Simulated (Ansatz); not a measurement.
Results of PBEsol+SOC (Ansatz, a quantum-chemistry and plane-wave program, PAW) for bcc Mo.

The input as run:

Ansatz 0.2 input:
```yaml
crystal:
  lattice:
    - [-1.57355, 1.57355, 1.57355]
    - [1.57355, -1.57355, 1.57355]
    - [1.57355, 1.57355, -1.57355]
  atoms:
    - { symbol: Mo, position: [0.0, 0.0, 0.0] }
basis:
  ecutwfc: 520
  ecutrho_ratio: 4
  xc_grid: 2
kpoints:
  mp_grid: { grid: [24, 24, 24] }
hamiltonian:
  xc: pbesol
  dispersion: none
  pseudopotentials: { kind: paw }
scf:
  occupations: { method: fermi_dirac, width: 0.05 }
  convergence: { dr2_threshold: 0.0000000001 }
output:
  forces: false
  stress: true
  eigenvalues: true
magnetization:
  noncollinear: true
  spin_orbit: true
```

Question: How many irreducible k-points, plane waves at Γ does the program set up, and what pressure does the run end with?

Answer: 413 irreducible k-points, 429 plane waves at Γ; P = -4.41 GPa, so the cell is stretched on average and its volume would shrink at this level.

The run printed, among other lines:

```
Crystal: 1 atoms, lattice volume = 15.585 Å³
Basis set: ecut = 520 eV, 429 PW (Γ), exchange–correlation on 48×48×48 points (8 copies of the dense FFT grid, shifted against one another)
Bands: 22, of which v1, the nominal top of the filled ones, is band 14 counted from 1 (13 counted from 0)
Symmetry: 48 space group operations + 48 with time reversal
k-points: 413 of 13824
Initial density: superposition of atomic densities (chi_scale 0.1, normalization cell)
Functional: x = pbesol(κ = 0.804, μ = 0.12345679012345678), c = pbesol(β = 0.046)
SCF 1 converged in 8 iterations: F = -4898.618199 eV  dr2 = 2.01e-11
SCF converged after 8 iterations
Free energy (F): -4898.618199 eV
Internal energy: -4898.612571 eV  (E = F + TS)
E sigma→0 (E₀):  -4898.615385 eV
Fermi energy:    21.087322 eV
--- Stress (GPa, compression-positive) ---
       -4.407367       0.000000       0.000000
        0.000000      -4.407367      -0.000000
        0.000000       0.000000      -4.407367
  P = ⅓ Tr σ = -4.4074 GPa (-44.074 kbar)
```

The PAW data were made under PBE.

Note: cell and atoms aren't relaxed at this level (pressure -4.4 GPa).

The result took about 19 core-seconds (a rough figure).
